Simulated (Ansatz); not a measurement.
**B₂Cl+ (triplet): wave-function methods side by side, cc-pVDZ**

One table from this session's results is given with a row withheld; the runs are named, their logs left out.

Computed with Ansatz 0.2.0, Gaussian basis. Level: cc-pVDZ, core rule «outside noble gas», up to 7 orbitals frozen.

To be run: UHF; CCSD(T) on ROHF; CCSD(T) on UHF; BCCD(T) on ROHF; CISD; CCSDT(Q) on ROHF; CCSDT(Q) on UHF.

32 further runs of the same task are left out: 7 for a known fault of the program, 14 that didn't finish, 11 set aside as unsound or not needed.

## The geometry

The geometry is a PBE0/def2-TZVP stationary point (not a proven minimum) of the parent state, kept for this charge and spin.

3 atoms, charge 1, spin multiplicity 3.

Atoms are counted from 1 here; the program's logs count them from 0.

Bond lengths: B1–B2 1.516 Å, B2–Cl3 1.683 Å. Angles: B1–B2–Cl3 180.0°.

Set-up of the first run:

File in.yaml:

```yaml
crystal:
  periodic: [false, false, false]
  atoms:
    - {symbol: B, position_ang: [0.000000, 0.000000, -1.572000]}
    - {symbol: B, position_ang: [0.000000, 0.000000, -0.055600]}
    - {symbol: Cl, position_ang: [0.000000, 0.000000, 1.627600]}
basis:
  gaussian: {orbitals: cc-pVDZ}
total_charge: 1
magnetization: {spin_polarized: true, initial_magnetization: 2}
hamiltonian: {xc: hf}
output: {orbitals: {seedname: orbitals}}
```

Started as:

```sh
> ansatz run in.yaml --threads 1 --pin off --events-out ev --progress --plain --max-ram 2393MiB
```

Among the steps run: UHF; CCSD(T) on ROHF; CCSD(T) on UHF; BCCD(T) on ROHF; CISD; CCSDT(Q) on ROHF; CCSDT(Q) on UHF.

One of the session's tables, all rows but one given; the rest of the session is left out.

| method | from UCCSDT(Q) (kcal/mol) |
| --- | --- |
| ROHF | +162.22 |
| UHF | +161.27 |
| RMP2 | +25.05 |
| UMP2 | +25.02 |
| CISD | +19.00 |
| RCCSD | +6.91 |
| UCCSD | +6.88 |
| RCCSD(T) | +1.23 |
| UCCSD(T) | ? |
| BCCD(T) | +1.20 |
| RCCSDT | +0.43 |
| UCCSDT | +0.42 |
| RCCSDT(Q) | +0.14 |
| UCCSDT(Q) | 0 |

Estimate the missing values for UCCSD(T).

As computed: from UCCSDT(Q) (kcal/mol): +1.22. In the column «from UCCSDT(Q) (kcal/mol)» it lies between BCCD(T) (+1.20) and RCCSD(T) (+1.23).

Caveats from the session: Restricted and unrestricted rows rest on different reference determinants; where their highest levels disagree by more than a few hundredths of an eV, they describe different states and don't form one ladder.
